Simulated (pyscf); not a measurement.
Thermochemistry of product channels of F–GeH₃ (SMILES [F][GeH3]) + H₂O (SMILES O) on the singlet surface, in kcal/mol, from ωB97M-D3(BJ)/def2-TZVP energies (ideal gas, 1 atm, RRHO with modes under 100 cm⁻¹ raised to 100, one conformer, R ln 2 for rigid chiral ones). Single points on ωB97X-D3(BJ)/def2-SVP structures (PySCF, gas phase).

| products | ΔE | ΔH(298 K) | ΔG(298 K) | ΔG(1200 K) |
|---|---|---|---|---|
| HO–GeH₃ (SMILES [OH][GeH3]) + HF (SMILES F) | +9.0 | +8.6 | +8.3 | +6.2 |
| HO–GeH₂–F (SMILES [OH][GeH2][F]) + H₂ (SMILES [H][H]) | -5.7 | -8.4 | -7.5 | -7.3 |

These are energies of the channels, which say nothing of barriers. Elements up to Kr have no core potential and no relativistic terms here.
